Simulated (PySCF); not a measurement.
Name the molecule from its bond curve

A diatomic of charge -1 contains F. Its doublet curve at UHF-CCSD(T) in a double-zeta basis (no relativity, PySCF), in eV from the separated fragments:

(R (Å), E (eV)): (1.827, -1.789), (1.908, -1.939), (1.969, -1.993), (2.030, -2.012), (2.091, -2.005), (2.172, -1.965), (2.274, -1.885), (2.395, -1.766)

The fit gives ωe = 419 cm⁻¹ and the rotational constant Bₑ = 0.3892 cm⁻¹.

**Question.** Which atom is the partner?

**Answer.** The minimum lies at 2.040 Å, so the reduced mass is 16.8576 u Å² cm⁻¹/(Bₑ·Re²) = 10.41 u. With F at 19.00 u the partner weighs about 23.0 u: Na. The molecule is NaF⁻.

Correlated steps freeze 2 core orbitals. The state is the lowest determinant that a PBE0 search found; another state may lie lower at other levels.
